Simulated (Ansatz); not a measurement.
**Si₂H₄ (triplet): the correlation ladder at distance Si1–H5 along a hydrogen transfer = 1.381 Å, cc-pVDZ**

An exercise on one series of results from a longer session: the logs are not shown, and one member is left open.

Program: Ansatz 0.2.0, Gaussian basis. Level of theory: cc-pVDZ, core rule «outside noble gas», up to 10 orbitals frozen. These are calculated values, not measurements.

To be run: UHF; CCSD(T) on ROHF; CCSD(T) on UHF; BCCD(T) on ROHF; CISD; CCSDT(Q) on ROHF; CCSDT(Q) on UHF; CASSCF and MRCISD+Q, 4 electrons in 4 orbitals; CASSCF and NEVPT2, 4 electrons in 4 orbitals.

7 further runs of the same task are left out: 2 for a mislabelled method, 3 that didn't finish, 2 set aside as unsound or not needed.

### The system

The geometry derives from fragments relaxed apart (PBE0/def2-TZVP) and kept rigid, so it is no stationary point. A hydrogen atom is moved between rigid fragments.

6 atoms, charge 0, spin multiplicity 3.

Atoms are counted from 1 here; the program's logs count them from 0.

Bond lengths: Si1–H2 1.485 Å, Si1–H3 1.485 Å, Si1–H4 1.485 Å, Si1–H5 1.381 Å. Angles: H2–Si1–H3 109.5°, H2–Si1–H4 109.5°, H2–Si1–H5 109.5°, H3–Si1–H4 109.5°, H3–Si1–H5 109.5°, H4–Si1–H5 109.5°.

Set-up of the first run:

in.yaml

```yaml
crystal:
  periodic: [false, false, false]
  atoms:
    - {symbol: Si, position_ang: [-1.574620, 0.000000, 0.000000]}
    - {symbol: H, position_ang: [-2.069492, 1.399708, 0.000000]}
    - {symbol: H, position_ang: [-2.069491, -0.699854, 1.212183]}
    - {symbol: H, position_ang: [-2.069492, -0.699854, -1.212182]}
    - {symbol: H, position_ang: [-0.193620, 0.000000, 0.000000]}
    - {symbol: Si, position_ang: [1.804380, 0.000000, 0.000000]}
basis:
  gaussian: {orbitals: cc-pVDZ}
magnetization: {spin_polarized: true, initial_magnetization: 2}
hamiltonian: {xc: hf}
output: {orbitals: {seedname: orbitals}}
```

Launch:

```console
$ ansatz run in.yaml --threads 1 --pin off --events-out ev --progress --plain --max-ram 2393MiB
```

Among the steps run: UHF; CCSD(T) on ROHF; CCSD(T) on UHF; BCCD(T) on ROHF; CISD; CCSDT(Q) on ROHF; CCSDT(Q) on UHF; CASSCF and MRCISD+Q, 4 electrons in 4 orbitals; CASSCF and NEVPT2, 4 electrons in 4 orbitals.

One of the session's tables, all rows but one given; the rest of the session is left out.

```
       method  from UCCSDT(Q) (kcal/mol)
         ROHF                    +141.64
          UHF                    +138.92
         RMP2                     +33.83
         UMP2                     +33.96
         CISD                     +15.61
        RCCSD                      +3.55
        UCCSD                      +3.48
     RCCSD(T)                      +0.79
     UCCSD(T)                          ?
      BCCD(T)                      +0.78
       RCCSDT                      +0.10
       UCCSDT                      +0.09
    RCCSDT(Q)                      +0.01
    UCCSDT(Q)                          0
  CASSCF pair                    +133.20
  NEVPT2 pair                     +32.62
  MRCISD pair                     +14.50
MRCISD+Q pair                      +1.29
```

Q: Estimate the row for UCCSD(T) from the others.

**Answer.** from UCCSDT(Q) (kcal/mol): +0.77. In the column «from UCCSDT(Q) (kcal/mol)» it lies between RCCSDT (+0.10) and BCCD(T) (+0.78).

To keep in mind: Restricted and unrestricted rows rest on different reference determinants; where their highest levels disagree by more than a few hundredths of an eV, they describe different states and don't form one ladder.
